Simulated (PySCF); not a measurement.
# Ionising AlF

RHF-CCSD(T); basis Al def2-TZVPPD, F def2-TZVPPD; no relativity; PySCF 2.14. Neutral (RHF): singlet (closed shell), Re = 1.669 Å, ωe = 785 cm⁻¹, De = 6.85 eV.

AlF⁺ (UHF): doublet (σ ↑), Re = 1.605 Å, ωe = 941 cm⁻¹, De = 3.18 eV to Al⁺ + F. The energies at the minima are -341.80511 hartree for AlF and -341.45220 for AlF⁺.

(1) Work out the adiabatic ionisation energy, without and with harmonic zero-point energies (1 hartree = 27.2114 eV, 1 eV = 8065.5 cm⁻¹), and the change of the bond length.

Correlated steps freeze 6 core orbitals. For an ion De counts to the pair picked by the measured ionisation energies or electron affinities, which need not be the lowest pair at this level. Where the molecule has an RHF reference, its open-shell atoms are computed with UHF. States were picked by a PBE0 search and need not be the measured ground states.

Neutral and ion stand on different kinds of reference determinant, which adds to the error of the difference.

Answers

(1) At CCSD(T): 0.35291 hartree = 9.603 eV between the minima; the zero-point term (941.0 − 785.0)/2 cm⁻¹ = +0.010 eV makes it 9.613 eV. Re changes by -6.4 pm against the neutral. The electron leaves a σ orbital, and the shorter bond of the ion fits an antibonding orbital, or a change in how ionic the bond is.
